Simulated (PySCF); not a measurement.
Compound: dithiane, C4H8S2.
Z-matrix (Å and degrees, GFN2-xTB geometry), rows numbered from 1:
```
C 
C   1  1.5313
C   2  1.5225  1  113.29
S   3  1.8302  2  110.91  1   -66.98
S   4  2.0371  3   97.94  2    65.39
C   1  1.5224  2  113.27  3    64.73
H   1  1.0932  2  109.42  3   -57.05
H   1  1.0931  2  108.78  3  -174.72
H   2  1.0931  1  109.42  3  -121.77
H   2  1.0931  1  108.77  3   120.60
H   3  1.0901  2  111.82  1    53.52
H   3  1.0886  2  111.11  1   176.32
H   6  1.0901  1  111.84  2    53.49
H   6  1.0885  1  111.13  2   176.33
```

Method used: CAM-B3LYP/def2-SVPD in PySCF (dipole) on a GFN2-xTB geometry, gas phase.

Masses are those of the commonest isotopes; rigid-rotor values at the optimised geometry. The values belong to one conformer with, in the numbering `[CH2:1]1[CH2:2][CH2:3][S:4][S:5][CH2:6]1`, C6–C1–C2–C3 65°, C1–C2–C3–S4 -67°, C2–C3–S4–S5 65°, C3–S4–S5–C6 -60°.

Problem. What are A, B and C (GHz)?

Solution. Ia = 167.95, Ib = 187.53, Ic = 315.20 u·Å²; 505379 MHz·u·Å²/I gives 3009, 2695 and 1603 MHz, that is A = 3.0091, B = 2.6950, C = 1.6034 GHz.

Problem. Classify the top.

Solution. An asymmetric top. Ray's parameter κ = (2B − A − C)/(A − C) = 0.553; −1 is the prolate and +1 the oblate limit.

Problem. What does the inertial defect say?

Solution. Not planar: Δ = Ic − Ia − Ib = -40.28 u·Å². For a rigid frame Δ = −2 Σ m c², so Σ m c² = 20.14 u·Å² lies off the ab plane: 8.21 from hydrogen and 11.93 from heavier atoms. The atom farthest from that plane is 1.55 Å away.

Problem. Give the other two planar moments, Paa and Pbb, and the rms extents of the mass along the axes.

Solution. Paa = Σ m a² = (Ib + Ic − Ia)/2 = 167.39 and Pbb = Σ m b² = (Ia + Ic − Ib)/2 = 147.81 u·Å². With the mass M = 120.01 u, the rms extents √(P/M) along a, b and c are 1.18, 1.11, 0.41 Å.

Problem. Give the coordinates in the principal-axis frame, origin at the centre of mass.

Solution. The sense of each axis is arbitrary; atoms in the order of the calculation.
| atom | mass (u) | a (Å) | b (Å) | c (Å) |
| --- | --- | --- | --- | --- |
| C1 | 12.000 | -1.729 | 0.752 | 0.140 |
| C2 | 12.000 | -1.727 | -0.754 | -0.140 |
| C3 | 12.000 | -0.546 | -1.482 | 0.485 |
| S4 | 31.972 | 1.026 | -0.972 | -0.301 |
| S5 | 31.972 | 1.025 | 0.974 | 0.301 |
| C6 | 12.000 | -0.548 | 1.481 | -0.486 |
| H7 | 1.008 | -1.718 | 0.920 | 1.220 |
| H8 | 1.008 | -2.650 | 1.183 | -0.258 |
| H9 | 1.008 | -1.717 | -0.922 | -1.220 |
| H10 | 1.008 | -2.649 | -1.187 | 0.258 |
| H11 | 1.008 | -0.466 | -1.282 | 1.554 |
| H12 | 1.008 | -0.614 | -2.556 | 0.319 |
| H13 | 1.008 | -0.468 | 1.281 | -1.554 |
| H14 | 1.008 | -0.617 | 2.555 | -0.320 |

Problem. List the rotational levels J(Ka,Kc) to J = 3 (cm⁻¹).

Solution. Above 0(0,0):
J = 1: 1(0,1) 0.1434, 1(1,1) 0.1539, 1(1,0) 0.1903
J = 2: 2(0,2) 0.4022, 2(1,2) 0.4042, 2(1,1) 0.5134, 2(2,1) 0.5449, 2(2,0) 0.5728
J = 3: 3(0,3) 0.7654, 3(1,3) 0.7656, 3(1,2) 0.9656, 3(2,2) 0.9750, 3(2,1) 1.0699, 3(3,1) 1.1325, 3(3,0) 1.1510
The levels of one J sum to (2J + 1)J(J + 1)(A + B + C)/3.

Problem. Predict some low-J microwave lines.

Solution. The dipole components are |μa| = 2.82 D, |μb| = 0.00 D, |μc| = 0.00 D; the symmetry axis of this C2 structure is a, so μb and μc vanish by symmetry and there are no b-type or c-type lines. Some lines, for components of 0.1 D or more:

```json
{"type": "a", "branch": "Q", "J(Ka,Kc)": "4(4,0) ← 4(4,1)", "MHz": "319", "lower level (cm⁻¹)": "1.918"}
{"type": "a", "branch": "Q", "J(Ka,Kc)": "3(3,0) ← 3(3,1)", "MHz": "553", "lower level (cm⁻¹)": "1.133"}
{"type": "a", "branch": "Q", "J(Ka,Kc)": "2(2,0) ← 2(2,1)", "MHz": "836", "lower level (cm⁻¹)": "0.545"}
{"type": "a", "branch": "Q", "J(Ka,Kc)": "1(1,0) ← 1(1,1)", "MHz": "1092", "lower level (cm⁻¹)": "0.154"}
{"type": "a", "branch": "Q", "J(Ka,Kc)": "4(3,1) ← 4(3,2)", "MHz": "2310", "lower level (cm⁻¹)": "1.738"}
{"type": "a", "branch": "Q", "J(Ka,Kc)": "3(2,1) ← 3(2,2)", "MHz": "2844", "lower level (cm⁻¹)": "0.975"}
{"type": "a", "branch": "R", "J(Ka,Kc)": "1(0,1) ← 0(0,0)", "MHz": "4298", "lower level (cm⁻¹)": "0.000"}
{"type": "a", "branch": "Q", "J(Ka,Kc)": "4(2,2) ← 4(2,3)", "MHz": "5649", "lower level (cm⁻¹)": "1.523"}
{"type": "a", "branch": "Q", "J(Ka,Kc)": "3(1,2) ← 3(1,3)", "MHz": "5997", "lower level (cm⁻¹)": "0.766"}
{"type": "a", "branch": "R", "J(Ka,Kc)": "2(1,2) ← 1(1,1)", "MHz": "7505", "lower level (cm⁻¹)": "0.154"}
{"type": "a", "branch": "R", "J(Ka,Kc)": "2(0,2) ← 1(0,1)", "MHz": "7761", "lower level (cm⁻¹)": "0.143"}
{"type": "a", "branch": "Q", "J(Ka,Kc)": "4(1,3) ← 4(1,4)", "MHz": "8606", "lower level (cm⁻¹)": "1.235"}
{"type": "a", "branch": "R", "J(Ka,Kc)": "2(1,1) ← 1(1,0)", "MHz": "9688", "lower level (cm⁻¹)": "0.190"}
{"type": "a", "branch": "R", "J(Ka,Kc)": "3(0,3) ← 2(0,2)", "MHz": "10887", "lower level (cm⁻¹)": "0.402"}
{"type": "a", "branch": "R", "J(Ka,Kc)": "3(2,2) ← 2(2,1)", "MHz": "12895", "lower level (cm⁻¹)": "0.545"}
{"type": "a", "branch": "R", "J(Ka,Kc)": "3(1,2) ← 2(1,1)", "MHz": "13557", "lower level (cm⁻¹)": "0.513"}
{"type": "a", "branch": "R", "J(Ka,Kc)": "4(1,4) ← 3(1,3)", "MHz": "14063", "lower level (cm⁻¹)": "0.766"}
{"type": "a", "branch": "R", "J(Ka,Kc)": "4(0,4) ← 3(0,3)", "MHz": "14070", "lower level (cm⁻¹)": "0.765"}
{"type": "a", "branch": "R", "J(Ka,Kc)": "3(2,1) ← 2(2,0)", "MHz": "14903", "lower level (cm⁻¹)": "0.573"}
{"type": "a", "branch": "R", "J(Ka,Kc)": "4(2,3) ← 3(2,2)", "MHz": "16440", "lower level (cm⁻¹)": "0.975"}
{"type": "a", "branch": "R", "J(Ka,Kc)": "4(1,3) ← 3(1,2)", "MHz": "16673", "lower level (cm⁻¹)": "0.966"}
{"type": "a", "branch": "R", "J(Ka,Kc)": "4(3,2) ← 3(3,1)", "MHz": "18140", "lower level (cm⁻¹)": "1.133"}
{"type": "a", "branch": "R", "J(Ka,Kc)": "4(2,2) ← 3(2,1)", "MHz": "19244", "lower level (cm⁻¹)": "1.070"}
{"type": "a", "branch": "R", "J(Ka,Kc)": "4(3,1) ← 3(3,0)", "MHz": "19897", "lower level (cm⁻¹)": "1.151"}
```

Problem. Estimate the classical rotational partition function at 10 K, 25 K and 200 K.

Solution. Point group C2, symmetry number σ = 2; q = (√π/σ)·√((kT/h)³/(ABC)), k/h = 20836.6 MHz/K: 739 at 10 K, 2920 at 25 K, 66100 at 200 K.

No GFN2-xTB frequencies stand behind this structure, so it isn't proved a minimum. Constants of a rigid frame at the computed geometry: no zero-point averaging, no centrifugal distortion.
